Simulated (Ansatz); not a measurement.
A-type hexagonal La2O3 was calculated with r²SCAN+SOC (Ansatz, an electronic-structure program, PAW).

Run with plane-wave cutoff 560 eV, 12×12×6 k mesh (along the axes of the cell as run), Fermi–Dirac smearing 0.01 eV, PAW data made under PBE.

Cell (relaxed at this level):

```
CELL_PARAMETERS angstrom
      1.96744    -3.40770     0.00000
      1.96744     3.40770     0.00000
      0.00000     0.00000     6.12624
ATOMIC_POSITIONS crystal
  La 0.33333 0.66667 0.24614
  La 0.66667 0.33333 0.75386
  O  0.00000 0.00000 0.00000
  O  0.33333 0.66667 0.64614
  O  0.66667 0.33333 0.35386
```

**Question.** Give the computed Γ–Γ gap, bulk modulus B0, smallest direct gap on the k points sampled and pressure derivative B′ of the bulk modulus.

**Answer.** 
- Γ–Γ gap: 4.88 eV
- bulk modulus B0: 116 GPa
- smallest direct gap on the k points sampled: 4.33 eV
- pressure derivative B′ of the bulk modulus: 3.6

Measured, for comparison: bulk modulus 113 GPa (300 K, not corrected to a static lattice; as tabulated in Santana et al. (2016), arXiv:1608.06321). Computed (rounded) less measured: bulk modulus +3 %. A static lattice is as a rule a little smaller and stiffer than an uncorrected measurement, which narrows the difference in the bulk modulus and would widen misses of the other sign.

Note: the bulk modulus comes from volumes at which shape and atoms were relaxed.
